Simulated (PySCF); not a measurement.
Saddle point of SiH$_{4}$O, closed shell (SiH₂ + H₂O → SiH₄O ([OH][SiH3]); bonds formed: Si1–H2; dative contacts that become bonds: Si1–O3; bonds broken: H2–O3), PBE0-D4/def2-TZVP structure:

```
atom    x (Å)    y (Å)    z (Å)
 Si1  -0.5070   0.4429  -0.4719
  H2   1.0813   0.1535  -0.6923
  O3   0.9866  -0.1912   0.5122
  H4  -1.4654  -0.7076  -0.3875
  H5  -1.1043   1.4567   0.4526
  H6   1.0089  -1.1542   0.5868
```

Energies are electronic, without zero-point energy. Barriers and step energies count from the start structure reached by relaxing down the imaginary mode; all methods use the PBE0-D4 structures, on which another method's saddle can fall below an end. Program: PySCF 2.14 with density fitting (its default auxiliary sets; JK sets also for MP2 and CCSD(T)). Basis: def2-TZVPP, with def2-QZVPP for the basis limit. Cores are frozen in the correlated methods. B3LYP uses VWN-RPA correlation. Extrapolation: Hartree–Fock as exp(−7.88 √X), correlation as X^−2.97.

```csv
method,barrier (kcal/mol),step energy (kcal/mol)
SPW92,?,-54.23
PBE-D4,16.14,-54.56
r2SCAN-D4,17.26,-60.45
PBE0-D4,20.99,-57.31
B3LYP-D4,?,-58.20
BHLYP-D4,27.22,-61.32
wB97M-V,24.44,-56.60
HF,?,-64.40
MP2,21.96,-61.83
CCSD,26.79,-59.04
CCSD(T),24.08,-58.47
```

(1) Fill in the withheld barriers. (An estimate is asked for; the value comes from the calculation.)

No T1 diagnostic of these runs exceeds 0.016. The restricted Hartree–Fock reference is unstable towards an unrestricted one at one or more of these structures.

Results:

(1) By the calculation: SPW92 13.62; B3LYP-D4 21.65; HF 36.73 kcal/mol. Each is the energy of the saddle less that of the start structure, by the same method.

For comparison, the barrier by CCSD(T) at an estimated basis limit (MP2 extrapolated from triple and quadruple zeta, plus CCSD(T) − MP2 in triple zeta) is 23.22 kcal/mol.

Losses and insertions of silylenes and their heavier kin drive the gas-phase chemistry of silicon and germanium vapour deposition.

Labels in which every atom is bracketed show which atoms are joined, not bond orders.

For scale, one of the runs: CCSD(T)/def2-TZVPP, 129 basis functions, launched by `OMP_NUM_THREADS=4 python run.py`. Hardware: 4 CPU threads of a Oxide Virtual Turin-like, shared host. Wall time about 31 s.
